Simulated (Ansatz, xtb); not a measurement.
Relaxing a trial structure of C3N

The starting geometry of this gas-phase doublet has its atoms placed at random.

```xyz
4

C     0.5783   -0.9662    1.3004
C    -0.9111   -0.8284    0.6185
C     0.0292    0.8828    1.0517
N     1.2964    0.8987   -0.3687
```

Question: One run relaxed it with r2SCAN-D4/def2-SVP. What is a likely outcome?

Answer: It ends as `[C]#CC#N`. Distances that change by over a tenth: C1–C2 (1.64 → 1.22 Å). Contacts that close: C2–C3 (2.00 → 1.37 Å), C3–N4 (1.90 → 1.17 Å).

The energy falls by 11.00 eV over 18 steps:

```tsv
step	E − E(last) (eV)
1	11.005
3	5.125
5	2.917
7	1.520
9	0.478
10	0.141
12	0.050
14	0.013
16	0.001
18	0.000
```

Final geometry (Å):

```xyz
4

C    -0.2697   -1.5788    1.5671
C     0.0647   -0.5608    0.9763
C     0.4390    0.5771    0.3126
N     0.7589    1.5495   -0.2541
```

From the same start GFN2-xTB reaches the same bonding as this run.

From so rough a start the end depends on the optimiser's path, so another program may land elsewhere. No frequencies were run, so the end isn't proven a minimum. Open shells are spin-unrestricted. Run with Ansatz 0.2.0, 2.3 min on 1 thread of Arm Neoverse V2, with other jobs on the host.
